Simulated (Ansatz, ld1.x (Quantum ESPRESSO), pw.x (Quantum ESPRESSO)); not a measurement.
Equation-of-state test of one RRKJ potential (W (Z = 74))

* Element: tungsten
* Generator: ld1.x (Quantum ESPRESSO) 7.5
* Type: norm-conserving RRKJ (Kleinman–Bylander form)
* Functional: PBEsol
* Relativity: scalar-relativistic
* Frozen core: [Xe] 4f14
* Valence charge: 6
* Reference configuration: 5d4 6s2 6p0
* Partial waves: 6p (bound, empty): rc 2.90 bohr; 5d (bound): rc 2.35 bohr; 6s (bound): rc 2.85 bohr
* Local potential: the s channel
* Core correction: Bessel-smoothed model core, default radius (core density twice the valence density)
* rho0: 0.01

Crystal test: fcc W in pw.x 7.5, no spin, 14³ k-points, Fermi–Dirac smearing 0.01 Ry, cutoffs 50/200 Ry. The reference is all-electron LAPW (Ansatz 0.2.0) with the same functional, mesh and smearing; V0 and B0 come from Birch–Murnaghan fits to the pressures at five volumes. Errors are pseudo minus all-electron; Δ is the rms difference of the E(V) curves that follow from these fits, minima aligned, over ±6 % about the mean V0. Mesh and smearing are coarse, so the numbers serve the comparison and aren't converged zero-temperature values; the lattice is a test structure that the element need not adopt.

All-electron: a0 = 4.000 Å (V0 = 16.00 Å³/atom), B0 = 298.8 GPa.

**Question.** How far does the potential miss the all-electron equation of state?

**Answer.** mean pressure error (GPa): +6.32; a0 (Å): 4.027; a0 error (%): +0.67; B0 error (%): +0.0; Δ (meV/atom): 21.2. The largest radius (2.90 bohr) exceeds half the bond length (2.67 bohr), so the spheres overlap, which is one possible source of error among others. This is a poor potential for the solid.

```json
{"V (Å³/atom)": "15.195", "P all-electron (GPa)": "17.15", "P pseudo (GPa)": "24.84"}
{"V (Å³/atom)": "15.595", "P all-electron (GPa)": "8.12", "P pseudo (GPa)": "15.03"}
{"V (Å³/atom)": "15.995", "P all-electron (GPa)": "0.14", "P pseudo (GPa)": "6.38"}
{"V (Å³/atom)": "16.395", "P all-electron (GPa)": "-6.90", "P pseudo (GPa)": "-1.26"}
{"V (Å³/atom)": "16.795", "P all-electron (GPa)": "-13.11", "P pseudo (GPa)": "-7.99"}
```

**Question.** At the middle volume, how do free energy and pressure move when the wave cutoff is lowered (ecutrho kept at four times it)?

**Answer.**

| cutoff (Ry) | shift of F (meV/atom) | shift of P (GPa) |
| --- | --- | --- |
| 22 | +355.3 | -21.92 |
| 30 | +2.8 | -0.25 |
| 40 | +0.4 | -0.02 |

The run at the middle volume (104 k-points, 7 iterations) took about 7.4 s on one core of a shared host (Intel(R) Xeon(R) 6975P-C, 192 threads, 378 GiB, load 123).
